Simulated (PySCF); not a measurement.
Frontier levels across methods

Compound: C5H10S.
Geometry (PBE0-D3(BJ)/def2-SVP, Å), atoms numbered from 1 in this order:
```xyz
16
C5H10S angstrom
S      2.312    0.296    1.109
C      1.744   -0.873   -0.167
C      0.241   -1.110   -0.215
C     -0.567    0.091   -0.639
C     -2.031    0.158   -0.322
C     -1.075    1.076    0.378
H      1.708    1.391    0.603
H      2.269   -1.809    0.077
H      2.123   -0.546   -1.148
H     -0.104   -1.454    0.774
H      0.051   -1.938   -0.921
H     -0.271    0.512   -1.608
H     -2.707    0.580   -1.070
H     -2.460   -0.668    0.254
H     -0.843    0.876    1.427
H     -1.088    2.137    0.115
```

Basis pcSseg-1 throughout (PySCF), one geometry. Geometry: PBE0-D3(BJ)/def2-SVP, one conformer, isolated molecule.

Q: How do the orbital energies, the gap and the dipole change with the method?

A: 
```tsv
method	kind	HOMO (eV)	LUMO (eV)	gap (eV)	μ (D)	SCF cycles
BLYP	GGA	-5.27	-0.03	5.24	1.66	14
B97-D	GGA	-5.41	-0.01	5.40	1.73	14
OPBE	GGA	-5.42	0.08	5.50	1.79	14
PBE	GGA	-5.43	-0.12	5.32	1.74	13
KT3	GGA	-5.52	-0.17	5.34	1.68	14
KT2	GGA	-5.53	-0.22	5.30	1.73	14
LDA	LDA	-5.54	-0.30	5.24	1.80	14
BP86	GGA	-5.54	-0.15	5.39	1.76	13
B3LYP	global hybrid	-6.44	0.54	6.98	1.73	12
B97-2	global hybrid	-6.45	0.79	7.24	1.80	12
PBE0	global hybrid	-6.70	0.81	7.50	1.81	12
mPW1PW91	global hybrid	-6.73	0.81	7.54	1.81	12
BHandHLYP	global hybrid	-7.81	1.67	9.48	1.79	12
CAM-B3LYP	range-separated hybrid	-8.04	1.80	9.84	1.76	12
wB97X-D	range-separated hybrid	-8.61	2.59	11.20	1.85	13
LC-wPBE	range-separated hybrid	-9.48	3.07	12.55	1.86	12
HF	Hartree–Fock	-9.58	3.94	13.52	1.90	10
```

The HOMO spans 4.31 eV, from BLYP down to HF, and the gap runs from 5.24 eV (LDA) to 13.52 eV (HF). Over the methods BLYP (0 %), B97-D (0 %), OPBE (0 %), PBE (0 %), KT3 (0 %), KT2 (0 %), LDA (0 %), BP86 (0 %), B3LYP (20 %), B97-2 (21 %), PBE0 (25 %), mPW1PW91 (25 %), BHandHLYP (50 %), HF (100 %), a straight line through the gap against the share of exact exchange rises by 0.82 eV for each 10 % (correlation coefficient 0.999). The dipole ranges from 1.66 D (BLYP) to 1.90 D (HF). This basis has no diffuse functions.
